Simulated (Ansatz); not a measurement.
System: BF$_{2}$, net charge 0, doublet state. SMILES: F[B]F
Coordinates optimised at B3LYP-D3(BJ)/def2-TZVP (Ansatz, a quantum-chemistry and plane-wave program):
```
B
F 1 1.3102
F 1 1.3102 2 121.32
```
Charge 0, spin multiplicity 2.

Property: enthalpy of formation at 298 K, in kcal/mol. Terms: frozen cores in correlated levels; open shells spin-unrestricted; six Cartesian d functions in 6-31G* and its kin unless marked 5d; 6-311+G** with 5d; no dispersion term unless named; LANL2DZ all-electron up to Ne; non-relativistic; spin-orbit terms left out. Basis-set limits of correlation are two-point, X^-3; Hartree-Fock from the larger set. Ab initio and DFT rows: single points at B3LYP-D3(BJ) geometries (Ansatz), with unscaled harmonic terms from B3LYP/6-31G* at its own minima, enthalpies of formation by atomisation with measured atoms.

Coupled cluster (Ansatz) is a level with limits of its own, used here on species with T1 under 0.025 (0.045 for open shells) and stable references: CCSD(T)/CBS(cc-pVTZ,cc-pVQZ).

Value to compare with, CCSD(T)/CBS(cc-pVTZ,cc-pVQZ) (Ansatz): -117.6 kcal/mol.

```
level             program  enthalpy of formation at 298 K (kcal/mol)  difference
----------------  -------  -----------------------------------------  ----------
B3LYP/STO-3G       Ansatz                                     -144.4       -26.8
B3LYP/3-21G        Ansatz                                     -111.7         5.9
B3LYP/LANL2DZ      Ansatz                                      -72.6        45.0
B3LYP/6-31G        Ansatz                                      -88.4        29.2
B3LYP/6-31G*       Ansatz                                     -121.1        -3.5
B3LYP/6-31+G*      Ansatz                                     -112.5         5.1
B3LYP/def2-SVP     Ansatz                                     -124.4        -6.8
B3LYP/cc-pVDZ      Ansatz                                     -110.8         6.8
B3LYP/6-311+G**    Ansatz                                     -109.3         8.3
B3LYP/def2-TZVPD   Ansatz                                     -117.5         0.1
```

Among the 9 habitual levels, B3LYP/LANL2DZ lies farthest from CCSD(T)/CBS(cc-pVTZ,cc-pVQZ) (Ansatz) (45.0 kcal/mol) and B3LYP/6-31G* nearest (-3.5); 6 of 9 lie above it, and their mean absolute difference is 15.3 kcal/mol, the median 6.8. One case shows no general order.

The sets are all those run for this method; runs whose electronic state is in doubt are left out.
